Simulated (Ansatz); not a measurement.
Ansatz (a quantum-chemistry and plane-wave program) input (CCSD(T)/cc-pCVTZ): A basis named .json is the Basis Set Exchange file of that set (core-valence sets with the plain set on hydrogen).

Ansatz 0.2 input:
```yaml
crystal:
  periodic: [false, false, false]
  atoms:
    - {symbol: P, position_ang: [-0.00000000, -0.00000000, -0.98809696]}
    - {symbol: P, position_ang: [0.00000000, 0.00000000, 0.98809696]}
basis:
  gaussian:
    orbitals: cc-pCVTZ.json
total_charge: 1
magnetization: {spin_polarized: true, initial_magnetization: 1}
correlation: {method: ccsd_t, electrons: outside_noble_gas}
```

Output:

```
Functional definition: HF
integrals: 0.28 GiB planned
759 factors; integrals over basis functions are off by at most 1.1e-3 eV
mean field: 0.30 GiB planned
mean field evaluation 1: about -18533.2641 eV, gradient 1.2e1 eV
mean field evaluation 2: about -18533.2815 eV, gradient 1.2e1 eV
mean field evaluation 4: about -18534.0357 eV, gradient 1.6e0 eV
mean field evaluation 8: about -18534.0728 eV, gradient 6.9e-2 eV
mean field evaluation 16: about -18534.0729 eV, gradient 2.9e-4 eV
mean field evaluation 32: about -18534.7740 eV, gradient 1.3e-6 eV
mean field evaluation 64: about -18535.3025 eV, gradient 3.2e-2 eV
mean field evaluation 96: about -18535.1534 eV, gradient 5.2e-3 eV
mean field evaluation 128: about -18533.6498 eV, gradient 1.2e0 eV
mean field evaluation 160: about -18535.2757 eV, gradient 1.6e0 eV
mean field evaluation 192: about -18535.1094 eV, gradient 8.1e-1 eV
mean field evaluation 224: about -18535.3025 eV, gradient 2.6e-3 eV
mean field evaluation 256: about -18533.4842 eV, gradient 5.6e-2 eV
mean field evaluation 288: about -18533.4843 eV, gradient 1.9e-3 eV
mean field evaluation 320: about -18532.1716 eV, gradient 1.8e-1 eV
mean field evaluation 352: about -18530.7505 eV, gradient 1.3e1 eV
mean field evaluation 384: about -18532.6302 eV, gradient 9.6e-3 eV
mean field evaluation 416: about -18530.6068 eV, gradient 8.5e0 eV
mean field evaluation 448: about -18531.8118 eV, gradient 3.1e-2 eV
mean field evaluation 480: about -18531.8351 eV, gradient 1.2e-1 eV
mean field evaluation 512: about -18535.1528 eV, gradient 1.7e-3 eV
mean field evaluation 544: about -18532.6302 eV, gradient 4.5e-3 eV
mean field evaluation 576: about -18532.1758 eV, gradient 1.5e-1 eV
mean field evaluation 608: about -18531.5843 eV, gradient 1.0e-4 eV
mean field evaluation 640: about -18531.8120 eV, gradient 4.8e-3 eV
mean field evaluation 672: about -18531.1263 eV, gradient 7.2e-2 eV
mean field evaluation 704: about -18530.6473 eV, gradient 2.4e-1 eV
mean field evaluation 736: about -18533.1868 eV, gradient 5.8e0 eV
mean field evaluation 768: about -18531.8361 eV, gradient 1.0e-2 eV
mean field evaluation 800: about -18534.0724 eV, gradient 1.8e-1 eV
mean field evaluation 832: about -18532.5905 eV, gradient 2.0e0 eV
mean field evaluation 864: about -18532.1748 eV, gradient 1.4e-2 eV
mean field evaluation 896: about -18535.1516 eV, gradient 3.6e-1 eV
mean field evaluation 928: about -18535.2938 eV, gradient 2.5e-1 eV
mean field evaluation 960: about -18532.6302 eV, gradient 4.2e-3 eV
mean field evaluation 992: about -18531.5843 eV, gradient 2.6e-2 eV
mean field evaluation 1024: about -18532.6302 eV, gradient 9.6e-3 eV
mean field evaluation 1056: about -18531.8119 eV, gradient 4.2e-2 eV
mean field evaluation 1088: about -18530.6476 eV, gradient 2.2e-1 eV
mean field evaluation 1120: about -18534.7341 eV, gradient 3.0e-1 eV
mean field -18535.30252373 eV, -681.1598040678 hartree, gradient 3.2e-6 eV, S^2 1.179921; 23 other end points of the search recorded, 0 dependent functions left out
determinant -18535.30252373 eV, -681.1598040678 hartree, with singles and doubles -18542.21278340 eV, -681.4137514266 hartree
determinant -18534.77396727 eV, -681.1403799760 hartree, with singles and doubles -18541.55085972 eV, -681.3894261803 hartree
determinant -18534.07286693 eV, -681.1146150140 hartree, with singles and doubles -18541.76646419 eV, -681.3973494981 hartree
determinant -18533.48425699 eV, -681.0929839974 hartree, with singles and doubles -18539.47866553 eV, -681.3132744482 hartree
determinant -18532.75279785 eV, -681.0661033700 hartree, with singles and doubles -18539.02069992 eV, -681.2964445223 hartree
determinant -18532.63017605 eV, -681.0615971020 hartree, with singles and doubles -18539.08459150 eV, -681.2987924949 hartree
determinant -18532.17477838 eV, -681.0448615461 hartree, with singles and doubles -18538.56347904 eV, -681.2796419650 hartree
determinant -18531.83607575 eV, -681.0324144541 hartree, with singles and doubles -18538.44519861 eV, -681.2752952394 hartree
determinant -18531.81196778 eV, -681.0315285027 hartree, with singles and doubles -18538.38127430 eV, -681.2729460643 hartree
determinant -18535.30252373 eV, -681.1598040678 hartree, with singles and doubles -18542.17165942 eV, -681.4122401483 hartree
determinant -18534.07286693 eV, -681.1146150140 hartree, with singles and doubles -18541.68611077 eV, -681.3943965644 hartree
determinant -18535.15281779 eV, -681.1543024760 hartree, with singles and doubles -18542.27488392 eV, -681.4160335788 hartree
10 core orbitals not correlated
reference -18535.30252373 eV, -681.1598040678 hartree; 5, 4 occupied and 103, 104 virtual orbitals, 759 factors
second order -5.59532749 eV of doubles, -0.00000000 eV of singles
coupled cluster: 0.64 GiB planned
cycle   1  -6.86913569 eV  change   6.4e-10 eV  update   2.7e-6
coupled cluster: 0.64 GiB planned
perturbative correction -0.46231225 eV, -0.0169896620 hartree
Total energy: -18542.63397167 eV, -681.4292298102 hartree
```

The determinant is spin-contaminated: <S^2> is 1.18.
